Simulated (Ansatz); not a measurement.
**CHOS+: one structure at several levels**

The task here is to estimate one member of a computed series from the others.

The runs use Ansatz 0.2.0, Gaussian basis; single points in def2-TZVPP.

Cores are frozen in the correlated methods.

## The system as given

SMILES `O=[C+]S`, 4 atoms, charge 1, spin multiplicity 1.

Atoms are counted from 1 here; the program's logs count them from 0.

Bond lengths: O1–C2 1.085 Å, C2–S3 1.594 Å, S3–H4 1.133 Å. Angles: O1–C2–S3 171.7°, C2–S3–H4 101.7°.

Geometry (Å):

```
O     0.1488   -0.4868    1.5971
C     0.2834   -0.2371    0.5500
S     0.2711    0.0385   -1.0202
H    -0.6111    0.7427   -1.1228
```

The first run:

File run/in.yaml:

```yaml
crystal:
  periodic: [false, false, false]
  atoms:
    - {symbol: O, position_ang: [0.148800, -0.486800, 1.597100]}
    - {symbol: C, position_ang: [0.283400, -0.237100, 0.550000]}
    - {symbol: S, position_ang: [0.271100, 0.038500, -1.020200]}
    - {symbol: H, position_ang: [-0.611100, 0.742700, -1.122800]}
basis:
  gaussian: {orbitals: def2-TZVPP}
total_charge: 1
correlation: {method: ccsd_t}
output: {forces: true}
```

No record of the launch command was kept for these runs.

Among the steps run: CCSD(T)/def2-TZVPP; PBE0-D4/def2-TZVPP; wB97M-V/def2-TZVPP; r2SCAN-D4/def2-TZVPP; PBE-D4/def2-TZVPP; r2SCANh-D4/def2-TZVPP; BHLYP-D4/def2-TZVPP.

One table of the session follows, with a row left open; its other results are not shown here.

```
    method  RMS force component (eV/Å)  angle to CCSD(T) forces (°)
   CCSD(T)                       4.866                    reference
   PBE0-D4                       4.780                          4.9
   wB97M-V                       4.664                          5.3
 r2SCAN-D4                       4.908                          3.5
    PBE-D4                       5.184                          4.7
r2SCANh-D4                           ?                            ?
  BHLYP-D4                       4.417                         13.3
```

Q: Estimate the row for r2SCANh-D4 from the others.

**Answer.** RMS force component (eV/Å): 4.787; angle to CCSD(T) forces (°): 4.5. In the column «RMS force component (eV/Å)» it lies between PBE0-D4 (4.780) and CCSD(T) (4.866).
